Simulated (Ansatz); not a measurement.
**One element changed: atomization energies of BOSi, BOGe**

Ansatz 0.2.0, basis cc-pVDZ; geometries are PBE0/def2-TZVP minima. Wave-function levels freeze the cores with the filled d shells of p-block atoms; HF, MP2 and coupled cluster are restricted for singlets and unrestricted otherwise, atoms included, restricted open-shell where a d shell is frozen. The reference is CCSDT(Q) (coupled cluster only where its series has nearly closed). An error is the level's value less the reference. None of these values is a measured one. Energies are electronic, without zero-point terms. No spin–orbit coupling and no scalar relativity. The set is small: it underbinds, by tens of kJ/mol for each bond, so near ties and functionals' places can change in larger sets. The species are chosen: bound, without strong static correlation by their natural occupations or amplitudes, in their lowest spin state as far as vertical gaps and like structures tell, and with a ladder that closes on the reference, so errors are smaller than for species at large; levels whose determinant breaks symmetry or spin markedly are left out.

```
      species                               bonds (Å)     quantity  symmetry of the states  reference  value (kcal/mol)  error CCSD  error CCSD(T)  error CCSDT
BOSi, doublet  B–O 1.292, O–Si 1.680, angle at O 180°  atomization                       Π   CCSDT(Q)             227.5        -5.4           -0.6         -0.6
BOGe, doublet  B–O 1.282, O–Ge 1.826, angle at O 180°  atomization                       Π   CCSDT(Q)             219.5        -5.6           -0.5         -0.5
```

The reference falls from Si to Ge, by 8.0 kcal/mol in all.
